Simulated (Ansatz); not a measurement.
Total energies of CH6NP, SMILES `CNP`.

```xyz
9

C     1.022    0.208    0.678
N    -0.342   -0.151    0.348
P    -0.674   -0.663   -1.238
H     1.701   -0.512    0.217
H     1.169    0.158    1.760
H     1.316    1.210    0.338
H    -1.027    0.437    0.798
H    -1.972   -1.194   -1.017
H    -1.192    0.508   -1.885
```

Total charge 0; spin multiplicity 1. Geometry: relaxed with PBE0-D4/def2-TZVP. It is one conformer, not always the lowest. Basis def2-TZVPP, Ansatz 0.2.0.

RPA on PBE orbitals: Hartree–Fock energy of these orbitals -436.54964 Eh, correlation -0.94222 Eh (frozen core).

```
             functional  energy without D4 (Eh)  D4 term (kJ/mol)
                 revPBE              -437.75949             -48.7
                   BLYP              -437.80535             -31.5
                   PBE0              -437.60970             -11.5
                  B3LYP              -437.88250             -22.3
                r2SCAN0              -437.75438              -3.8
HSE06 (plane-wave form)              -437.59701             -10.6
                  BHLYP              -437.79369             -15.7
              CAM-B3LYP              -437.81485             -11.4
                ωB97M-V              -437.77915                 –
                 B2PLYP              -437.64511                 –
```

Problem. Give the same for LDA (SPW92), PBE, r2SCAN, B97M-V, r2SCANh, LC-ωPBE, ωB97X-V, PBE-QIDH. (Best estimate.)

Solution. Ansatz gave: 
```tsv
functional	energy without D4 (Eh)	D4 term (kJ/mol)
LDA (SPW92)	-435.73760	–
PBE	-437.56669	-13.8
r2SCAN	-437.76809	-3.3
B97M-V	-437.75625	–
r2SCANh	-437.76231	-3.5
LC-ωPBE	-437.69784	–
ωB97X-V	-437.77227	–
PBE-QIDH	-437.51088	–
```

B3LYP takes the VWN-RPA correlation (the form of Gaussian; ORCA's B3LYP/G). HSE06 is the plane-wave form, built on full-range PBE exchange. The double hybrids freeze the cores in their second-order part.

LC-ωPBE has ω = 0.4 bohr⁻¹.
